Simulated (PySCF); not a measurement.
# $^{19}$F chemical shifts

All values are calculated (PySCF 2.14): coordinates at the GFN2-xTB level, shieldings: GIAO PBE0/pcSseg-1. One computed conformer, no relativistic terms, one averaged value for each set of equivalent atoms, isolated molecule.

Shieldings were converted by a linear fit to measured shifts: $^{19}$F: δ = 146.13 − 0.903σ +14.6 on sp3 carbon (rms 6.0 ppm, 223 shifts, 7.0 ppm with the 5 outliers that the fit left out vs CFCl3, solution or neat liquid). Occasional misses reach two or three times the rms, and more in compound classes unlike the fitted ones.

**Question.** Give the $^{19}$F shifts of `FC(F)[C@@H]1CC[C@H](F)C1=S`, `FC(F)C1=C[C@@H](F)COC1`, `C=CCC(=C)OC(F)(F)F`.

**Answer.** 
| compound | environment | δ (ppm) |
| --- | --- | --- |
| [F:1][CH:2]([F:3])[C@@H:4]1[CH2:5][CH2:6][C@H:7]([F:8])[C:9]1=[S:10] | F1: fluorine of a CF2 group | -121.8 |
| [F:1][CH:2]([F:3])[C@@H:4]1[CH2:5][CH2:6][C@H:7]([F:8])[C:9]1=[S:10] | F3: fluorine of a CF2 group | -126.1 |
| [F:1][CH:2]([F:3])[C@@H:4]1[CH2:5][CH2:6][C@H:7]([F:8])[C:9]1=[S:10] | F8: fluorine on an sp3 carbon | -153.1 |
| [F:1][C@@H:2]1[CH:3]=[C:4]([CH:5]([F:6])[F:7])[CH2:8][O:9][CH2:10]1 | F6: fluorine of a CF2 group | -124.1 |
| [F:1][C@@H:2]1[CH:3]=[C:4]([CH:5]([F:6])[F:7])[CH2:8][O:9][CH2:10]1 | F7: fluorine of a CF2 group | -129.9 |
| [F:1][C@@H:2]1[CH:3]=[C:4]([CH:5]([F:6])[F:7])[CH2:8][O:9][CH2:10]1 | F1: fluorine on an sp3 carbon | -169.3 |
| C=CCC(=C)OC(F)(F)F | fluorine of an OCF3 group (×3) | -58.5 |

**Question.** Order these by $^{19}$F shift, lowest first.
A. FC(F)(F)OC=C1CCC1
B. O=CF
C. C=Nc1ccc(C)cc1F

**Answer.** C (-142.1 ppm, aryl fluorine), A (-59.3 ppm, fluorine of an OCF3 group), B (47.0 ppm, fluorine bonded to C).
